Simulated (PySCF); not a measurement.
Compound: C2H6O3S.
SMILES: `COS(C)(=O)=O`

Torsions of this conformer, `[CH3:1][O:2][S:3]([CH3:4])(=[O:5])=[O:6]`: C1–O2–S3–C4 -175°.

The closed-shell ground state was solved at several levels (PySCF, density fitting, gas phase, non-relativistic). The structure is a single PBE0-D3(BJ)/def2-SVP conformer in the gas phase; no vibrational or solvent corrections.

```csv
level,basis functions,total energy (Eh),HOMO (eV),LUMO (eV),gap (eV),dipole (D)
B3LYP/def2-SVPD,184,-703.3030,-8.35,-0.05,8.30,3.13
PBE0/pcSseg-1,139,-703.0980,-8.45,1.18,9.63,2.99
```

Q: Estimate the row for wB97X-D/pcSseg-2, a basis of 307 functions; the other rows only guide the guess.

A: Total energy -703.7110 Eh, HOMO -10.51 eV, LUMO 2.09 eV, gap 12.60 eV, dipole 3.19 D.

Q: Over all these levels, which gives the widest orbital gap and which the narrowest?

A: wB97X-D/pcSseg-2 (range-separated hybrid) has the widest, 12.60 eV, and B3LYP/def2-SVPD (global hybrid, 20 % exact exchange) the narrowest, 8.30 eV. Functional and basis both differ between the two, so the spread mixes both effects.

Q: How far do the dipole and the HOMO energy spread over the levels?

A: The dipole runs from 2.99 to 3.19 D (mean 3.11 D) and the HOMO from -10.51 to -8.35 eV.

The pairwise dispersion term of wB97X-D wasn't added to the energies; at a given geometry it leaves orbitals and properties as they are.
